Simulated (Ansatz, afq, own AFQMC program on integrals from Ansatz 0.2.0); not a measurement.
**AlH₃, triplet: AFQMC among the cluster methods**

```csv
atom,x (Å),y (Å),z (Å)
Al,0.0000,0.0744,-0.0956
H,0.0000,-1.3724,-0.7540
H,0.4207,-0.3098,1.6570
H,-0.4207,-0.3098,1.6570
```

Basis 6-31G. Only valence electrons are correlated. Ansatz 0.2.0 and our own AFQMC program on the same integrals; the CISD trial comes from CCSD amplitudes, and released means the phaseless constraint is let go. Free AFQMC starts from the CCSD state and is never constrained. Its projection time is finite, and what remains of the start isn't in its error. Error bars are statistical, one sigma.

Determinant: UHF, the one that the program's search chose, which needn't be the lowest solution. The geometry is a point of a scan.

Full CI on the same integrals is exact in this basis and with this determinant's frozen core.

Cautions: lower spins were not checked.

The T1 diagnostic is 0.0132, the weight of the determinant in the CISD state is 0.952 and the ⟨S²⟩ of the determinant is 2.001. The size of the correlated space is 6 electrons in 14 orbitals.

Reference: full CI, correlation energy -1.565 eV. The released energy is read at 2.40 1/Eh (meV from the phaseless value at times in 1/Eh: 0.0 ± 0.5 at 0.24, 0.1 ± 0.4 at 0.51, -0.7 ± 0.3 at 0.99, -0.65 ± 0.21 at 1.62, -1.07 ± 0.25 at 2.40).

```
         level  E − E(reference) (kcal/mol)  share of correlation (%)
            HF                        36.08                      0.00
           MP2                        11.61                     67.83
          CCSD                         0.56                     98.44
       CCSD(T)                         0.19                     99.48
         CCSDT                         0.01                     99.99
      CCSDT(Q)                         0.00                    100.00
        CCSDTQ                         0.00                    100.00
   ph-AFQMC/HF                  0.27 ± 0.24                     99.24
 ph-AFQMC/CISD                  0.03 ± 0.01                     99.91
released AFQMC                 0.01 ± 0.006                     99.98
    free AFQMC                 0.01 ± 0.004                     99.97
```

CCSDT and higher add their correlation energy to the determinant of the CCSD(T) run, since their own runs factorise the integrals more tightly (a shift of under 2 meV). Free projections are given only where their last times agree within the noise and don't stop above the reference; a slow remainder of the start can still hide under it. A walk keeps the symmetry of its determinant, which the program's search chose and which needn't be the lowest solution, so a lower state of the same spin and another symmetry isn't excluded. Released energies are given only where the last usable release times agree within the noise; a slower fall can still hide under it.
